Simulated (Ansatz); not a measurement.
A run on C6H12, SMILES `CC/C=C\CC` with other settings.

```yaml
crystal:
  periodic: [false, false, false]
  atoms:
    - {symbol: C, position_ang: [-1.256241, -2.413747, 0.507467]}
    - {symbol: C, position_ang: [-0.624019, -1.105460, 0.971174]}
    - {symbol: C, position_ang: [0.693080, -0.852707, 0.314069]}
    - {symbol: C, position_ang: [1.021429, 0.149849, -0.496479]}
    - {symbol: C, position_ang: [0.166319, 1.295326, -0.929104]}
    - {symbol: C, position_ang: [0.712150, 2.634887, -0.445191]}
    - {symbol: H, position_ang: [-2.193272, -2.609503, 1.034106]}
    - {symbol: H, position_ang: [-1.466735, -2.385254, -0.564133]}
    - {symbol: H, position_ang: [-0.587283, -3.259103, 0.689600]}
    - {symbol: H, position_ang: [-1.314305, -0.278053, 0.792324]}
    - {symbol: H, position_ang: [-0.473389, -1.150301, 2.056721]}
    - {symbol: H, position_ang: [1.457882, -1.600097, 0.520877]}
    - {symbol: H, position_ang: [2.038273, 0.165643, -0.886391]}
    - {symbol: H, position_ang: [0.120309, 1.306721, -2.024898]}
    - {symbol: H, position_ang: [-0.861261, 1.168211, -0.581254]}
    - {symbol: H, position_ang: [0.724966, 2.677641, 0.646346]}
    - {symbol: H, position_ang: [1.736931, 2.790001, -0.793128]}
    - {symbol: H, position_ang: [0.105147, 3.465936, -0.812103]}
basis:
  gaussian: {orbitals: "6-31++G**", fitting: {mean_field: cc-pVTZ-jkfit}}
hamiltonian: {xc: {name: rPW86-PBE}, dispersion: rvv10}
output: {forces: true}
```

```sh
$ ansatz run in.yaml --threads 2 --pin off --events-out ev --progress --plain --max-ram 22528MiB --backend cpu
```

Shortened log:

```
Functional definition: rPW86-PBE+rVV10
834 factors; integrals over basis functions are off by at most 1.3e-1 eV
mean field evaluation 1: about -6401.0688 eV, gradient 1.0e2 eV
mean field evaluation 2: about -6327.9128 eV, gradient 1.9e2 eV
mean field evaluation 4: about -6427.9546 eV, gradient 1.6e1 eV
mean field evaluation 8: about -6428.5719 eV, gradient 2.3e-1 eV
mean field evaluation 16: about -6428.5721 eV, gradient 7.3e-5 eV
mean field -6428.57207024 eV, -236.2456661386 hartree, gradient 7.3e-5 eV, S^2 0.000000; 0 other end points of the search recorded, 0 dependent functions left out
reference -6428.57229178 eV, -236.2456742800 hartree; 24, 24 occupied and 162, 162 virtual orbitals, 834 factors
Total energy: -6428.57229178 eV, -236.2456742800 hartree
Atom 0 at    -1.256241    -2.413747     0.507467 Å, force    -0.109232    -0.154313    -0.032500 eV/Å
Atom 1 at    -0.624019    -1.105460     0.971174 Å, force    -0.020349     0.092699     0.118986 eV/Å
Atom 2 at     0.693080    -0.852707     0.314069 Å, force    -0.046235    -0.564207     0.450523 eV/Å
Atom 3 at     1.021429     0.149849    -0.496479 Å, force     0.282075     0.467279    -0.475565 eV/Å
Atom 4 at     0.166319     1.295326    -0.929104 Å, force    -0.098680    -0.043394    -0.108277 eV/Å
Atom 5 at     0.712150     2.634887    -0.445191 Å, force     0.036726     0.184035     0.041244 eV/Å
Atom 6 at    -2.193272    -2.609503     1.034106 Å, force    -0.257612    -0.070857     0.134006 eV/Å
Atom 7 at    -1.466735    -2.385254    -0.564133 Å, force    -0.062346    -0.006264    -0.291948 eV/Å
Atom 8 at    -0.587283    -3.259103     0.689600 Å, force     0.172868    -0.240355     0.042703 eV/Å
Atom 9 at    -1.314305    -0.278053     0.792324 Å, force    -0.209914     0.241422    -0.040943 eV/Å
Atom 10 at    -0.473389    -1.150301     2.056721 Å, force     0.022641    -0.011309     0.311588 eV/Å
Atom 11 at     1.457882    -1.600097     0.520877 Å, force     0.202534    -0.228715     0.077846 eV/Å
Atom 12 at     2.038273     0.165643    -0.886391 Å, force     0.286773     0.027917    -0.127866 eV/Å
Atom 13 at     0.120309     1.306721    -2.024898 Å, force    -0.028735     0.016267    -0.310831 eV/Å
Atom 14 at    -0.861261     1.168211    -0.581254 Å, force    -0.307657    -0.030483     0.092360 eV/Å
Atom 15 at     0.724966     2.677641     0.646346 Å, force     0.009775     0.025347     0.297323 eV/Å
Atom 16 at     1.736931     2.790001    -0.793128 Å, force     0.280675     0.055202    -0.087220 eV/Å
Atom 17 at     0.105147     3.465936    -0.812103 Å, force    -0.153306     0.239729    -0.091427 eV/Å
Dipole moment:    -0.059317     0.024577     0.006473 e Å
```

It took 11 s on 2 threads of an AMD EPYC 7R13 on a shared host, with 0.74 GiB of host memory at the peak.
